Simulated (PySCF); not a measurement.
## Working out the electron affinity of S

S⁻ [Ne] 3s2 3p5 (2P) → S [Ne] 3s2 3p4 (3P). Calculation: PySCF 2.14, in aug-cc-pV(T+d)Z with one added diffuse shell each of s, p, d, f type (7s6p5d3f, 71 functions); the non-relativistic Hamiltonian (point nucleus). Frozen: [Ne]. Energies in hartree (1 hartree = 27.21139 eV):

| part | S⁻ (lower) | S (upper) |
| --- | --- | --- |
| UHF | -397.542694 | -397.510008 |
| CCSD correlation | -0.178195 | -0.142264 |
| (T) | -0.008283 | -0.005156 |

Problem. What does Hartree-Fock give?

Solution. (-397.510008) − (-397.542694) = 0.032686 hartree = 0.889 eV.

Problem. What do CCSD and CCSD(T) give?

Solution. The CCSD correlation energies differ by 0.035931 hartree = 0.978 eV and the triples by 0.003127 hartree = 0.085 eV, so CCSD gives 1.867 eV and CCSD(T) 1.952 eV.

A first-order spin-orbit estimate adds -0.003 eV to CCSD(T) (valence), giving 1.949 eV against 2.077 eV (measured; photodetachment measurements, as compiled on the Wikipedia data page of electron affinities).

What remains against the reference includes basis incompleteness, the frozen core and higher excitations.
